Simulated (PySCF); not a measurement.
Thiopropynal, C3H2S.
Bonds: C1–C2 (triple), C2–C3, C3–S4 (double). Hydrogens: H5 on C1; H6 on C3.

Method: B3LYP/def2-TZVP geometry optimisation, gas phase (PySCF 2.14.0).

**Question.** List the bond lengths and angles at this level.

**Answer.** 
```csv
bond,length (Å)
C1≡C2,1.205
C2–C3,1.409
C3=S4,1.626
C1–H5,1.063
C3–H6,1.091
```

A selection of angles:
```csv
angle,degrees
C2–C1–H5,178.9
C1–C2–C3,178.4
C2–C3–S4,125.2
C2–C3–H6,114.7
S4–C3–H6,120.1
```

The C–C distances run from 1.205 Å (C1≡C2, drawn triple) to 1.409 Å (C2–C3, drawn single), a spread of 0.204 Å. The 4 heavy atoms lie in one plane (0.000 Å rms).

Point group: Cs (every atom within 0.08 Å of its image). No B3LYP/def2-TZVP frequencies stand behind this structure, so it isn't proved a minimum.
